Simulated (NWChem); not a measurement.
System: hydroxide (OH anion); SMILES [OH-]

```xyz
2

O      0.0000     0.0000     0.1031
H      0.0000     0.0000    -0.8644
```
Atoms are numbered in this order, from 1.

Results from NWChem. Pople sets run with spherical d functions. Coordinates come from a B3LYP/def2-SVPD optimisation. The gas-phase anion has a positive highest level at the geometry level, so the gas reference is doubtful. B3LYP is NWChem's, with the RPA form of VWN correlation. Solvent water, SMD (1 M gas to 1 M solution), gas-phase geometry. Reactions with the solvent are ignored.

Problem. Estimate the computed values for B3LYP/6-311++G**. Quantities: solvation free energy (kcal/mol); cavity-dispersion-structure term (kcal/mol).

Solution. 
```
Item                                          Value
-------------------------------------------  ------
solvation free energy (kcal/mol)             -102.6
cavity-dispersion-structure term (kcal/mol)     0.7
```
